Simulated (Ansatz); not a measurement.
H₂MgN (`[NH2][Mg]`) radical, 4 atoms. Charge 0, multiplicity 2. Correlated methods include outer-core shells of Mg, which these sets cover unevenly. All runs use 2 threads of a server CPU on a shared host. Correlated methods freeze the cores. Open-shell runs search over several starts.

Problem. Give the basis size and wall time and peak host memory of each of these runs in Ansatz. UKS B97M-V/def2-TZVPP energy; UKS PBE0-D4/def2-SVP energy; UKS PBE0-D4/def2-TZVP relaxation (5 steps); UKS revPBE-D4/def2-TZVPP energy; UKS ωB97M-V/def2-QZVPP energy; UHF-CCSD(T)/def2-QZVPP energy; UKS ωB97M-V/def2-SVP energy; UKS PBE0-D4/def2-TZVP frequencies; direct RPA on PBE orbitals/def2-TZVPP energy; UHF-CCSD(T)/def2-TZVPP energy; UHF-CCSD(T)/def2-SVP energy; UKS CAM-B3LYP-D4/def2-TZVPP energy. (An estimate is asked.)

Solution. Ansatz gave: Other jobs shared the machine, so times are rough.

| level | job | functions | wall time | peak host memory (GiB) |
| --- | --- | --- | --- | --- |
| UKS PBE0-D4/def2-SVP | energy | 42 | 0.6 s | 0.11 |
| UHF-CCSD(T)/def2-SVP | energy | 42 | 0.7 s | 0.13 |
| UKS CAM-B3LYP-D4/def2-TZVPP | energy | 91 | 0.9 s | 0.17 |
| UKS revPBE-D4/def2-TZVPP | energy | 91 | 1 s | 0.15 |
| direct RPA on PBE orbitals/def2-TZVPP | energy | 91 | 1.4 s | 0.16 |
| UKS ωB97M-V/def2-SVP | energy | 42 | 1.9 s | 0.21 |
| UKS B97M-V/def2-TZVPP | energy | 91 | 3.3 s | 0.24 |
| UHF-CCSD(T)/def2-TZVPP | energy | 91 | 3.4 s | 0.46 |
| UKS PBE0-D4/def2-TZVP | relaxation (5 steps) | 75 | 4 s | 0.16 |
| UKS ωB97M-V/def2-QZVPP | energy | 180 | 4.7 s | 0.46 |
| UKS PBE0-D4/def2-TZVP | frequencies | 75 | 5.5 s | 0.15 |
| UHF-CCSD(T)/def2-QZVPP | energy | 180 | 28 s | 2.9 |
